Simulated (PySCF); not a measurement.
# One molecule, many functionals

Species: aziridine, C₂H₅N.
SMILES: `N1CC1`

Linear-response calculations in the def2-SVPD basis (PySCF; singlets by full response, triplets Tamm–Dancoff, core orbitals frozen in the response; HF means time-dependent Hartree–Fock). 'Strongest' is the level of largest summed f among the singlets computed (10 roots, of which the last may lack a degenerate partner); it can jump between rows when another state enters that window. S1 is the lowest singlet of each run and needn't be the same state throughout; f(S1) is that of one state. Geometry: PBE0-D3(BJ)/def2-SVP; no solvent, vibrations or thermal averaging.

```json
{"functional": "LDA", "kind": "LDA", "S1 (eV)": "6.01", "f(S1)": "0.003", "strongest (eV)": "7.54", "T1 (eV)": "5.83", "HOMO (eV)": "-5.86", "gap (eV)": "5.95", "ionisation energy, ΔSCF (eV)": "9.86"}
{"functional": "PBE", "kind": "GGA", "S1 (eV)": "5.99", "f(S1)": "0.003", "strongest (eV)": "7.54", "T1 (eV)": "5.78", "HOMO (eV)": "-5.78", "gap (eV)": "5.93", "ionisation energy, ΔSCF (eV)": "9.67"}
{"functional": "B3LYP", "kind": "global hybrid, 20% exact exchange", "S1 (eV)": "6.45", "f(S1)": "0.002", "strongest (eV)": "8.00", "T1 (eV)": "6.22", "HOMO (eV)": "-6.99", "gap (eV)": "7.56", "ionisation energy, ΔSCF (eV)": "9.79"}
{"functional": "PBE0", "kind": "global hybrid, 25% exact exchange", "S1 (eV)": "6.73", "f(S1)": "0.002", "strongest (eV)": "8.29", "T1 (eV)": "6.47", "HOMO (eV)": "-7.24", "gap (eV)": "8.14", "ionisation energy, ΔSCF (eV)": "9.74"}
{"functional": "BHandHLYP", "kind": "global hybrid, 50% exact exchange", "S1 (eV)": "7.15", "f(S1)": "0.001", "strongest (eV)": "8.74", "T1 (eV)": "6.86", "HOMO (eV)": "-8.61", "gap (eV)": "9.99", "ionisation energy, ΔSCF (eV)": "9.66"}
{"functional": "CAM-B3LYP", "kind": "range-separated hybrid", "S1 (eV)": "6.79", "f(S1)": "0.001", "strongest (eV)": "8.38", "T1 (eV)": "6.52", "HOMO (eV)": "-8.67", "gap (eV)": "10.20", "ionisation energy, ΔSCF (eV)": "9.83"}
{"functional": "wB97X-D", "kind": "range-separated hybrid", "S1 (eV)": "7.08", "f(S1)": "0.001", "strongest (eV)": "8.62", "T1 (eV)": "6.89", "HOMO (eV)": "-9.15", "gap (eV)": "11.74", "ionisation energy, ΔSCF (eV)": "9.78"}
{"functional": "LC-wPBE", "kind": "range-separated hybrid", "S1 (eV)": "7.42", "f(S1)": "0.002", "strongest (eV)": "8.98", "T1 (eV)": "7.08", "HOMO (eV)": "-10.05", "gap (eV)": "12.70", "ionisation energy, ΔSCF (eV)": "9.88"}
{"functional": "HF", "kind": "Hartree–Fock", "S1 (eV)": "8.11", "f(S1)": "0.002", "strongest (eV)": "10.17", "T1 (eV)": "7.70", "HOMO (eV)": "-10.75", "gap (eV)": "13.65", "ionisation energy, ΔSCF (eV)": "not settled"}
```

S1 runs from 5.99 eV (PBE) to 8.11 eV (HF), a spread of 2.12 eV, while the orbital gap spreads over 7.7 eV. Along PBE (0%), B3LYP (20%), PBE0 (25%), BHandHLYP (50%), HF (100%) S1 rises with the share of exact exchange. −ε(HOMO) comes closest to its own ΔSCF ionisation energy with LC-wPBE (+0.17 eV) and misses most with LDA (-3.99 eV). 'Not settled' means that the ion's SCF failed to converge or may have ended in another state than the lowest.
